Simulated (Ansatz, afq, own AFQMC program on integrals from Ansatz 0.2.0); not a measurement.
**Where AFQMC and coupled cluster stand for CHGe, quartet**

```xyz
3

Ge    0.0000    0.0140    0.3105
C     0.0000   -0.1369   -1.6710
H     0.0000    0.6198   -2.4658
```

Connectivity, by distances: Ge–CH.

Basis cc-pVDZ. Only valence electrons are correlated. Ansatz 0.2.0 and our own AFQMC program on the same integrals; the CISD trial comes from CCSD amplitudes, and released means the phaseless constraint is let go. Free projection: walkers drawn from exp(T), propagated without any constraint. Its projection time is finite, and what remains of the start isn't in its error. ± is one standard error of the sampling. No spin–orbit coupling.

Determinant: UHF, the one that the program's search chose, which needn't be the lowest solution. The geometry is a point of a scan.

No full CI on the walks' own integrals is used here; CCSDT(Q) serves as the reference and is uncertain by about the last step of the cluster series.

Cautions: no relativity below Rb; no spin-orbit coupling; inner d shell frozen; lower spins were not checked.

```
T1 diagnostic                               : 0.0285
weight of the determinant in the CISD state : 0.886
⟨S²⟩ of the determinant                     : 3.778
size of the correlated space                : 9 electrons in 31 orbitals
```

```
  level  correlation energy (eV)
    MP2                  -3.7539
   CCSD                  -4.6612
CCSD(T)                  -4.7919
```

Task: Estimate where AFQMC with the constraint released lies against CCSD(T) on the same integrals.

Result: 5.8 ± 1.1 kJ/mol below CCSD(T).

Reference: CCSDT(Q), correlation energy -4.834 eV. The released energy is read at 2.40 1/Eh (meV from the phaseless value at times in 1/Eh: -17 ± 10 at 0.24, -20 ± 9 at 0.51, -12 ± 8 at 0.99, -8 ± 10 at 1.62, -24 ± 11 at 2.40).

```json
{"level": "CCSD(T)", "E − E(reference) (kJ/mol)": "4.1", "share of correlation (%)": "99.12"}
{"level": "CCSDT", "E − E(reference) (kJ/mol)": "0.8", "share of correlation (%)": "99.82"}
{"level": "ph-AFQMC/HF", "E − E(reference) (kJ/mol)": "8.4 ± 2.8", "share of correlation (%)": "98.21"}
{"level": "ph-AFQMC/CISD", "E − E(reference) (kJ/mol)": "0.6 ± 0.9", "share of correlation (%)": "99.87"}
{"level": "released AFQMC", "E − E(reference) (kJ/mol)": "-1.8 ± 1.1", "share of correlation (%)": "100.38"}
{"level": "free AFQMC", "E − E(reference) (kJ/mol)": "1.4 ± 1.3", "share of correlation (%)": "99.70"}
```

Free projections are given only where their last times agree within the noise and don't stop above the reference; a slow remainder of the start can still hide under it. A walk keeps the symmetry of its determinant, which the program's search chose and which needn't be the lowest solution, so a lower state of the same spin and another symmetry isn't excluded. Released energies are given only where the last usable release times agree within the noise; a slower fall can still hide under it.
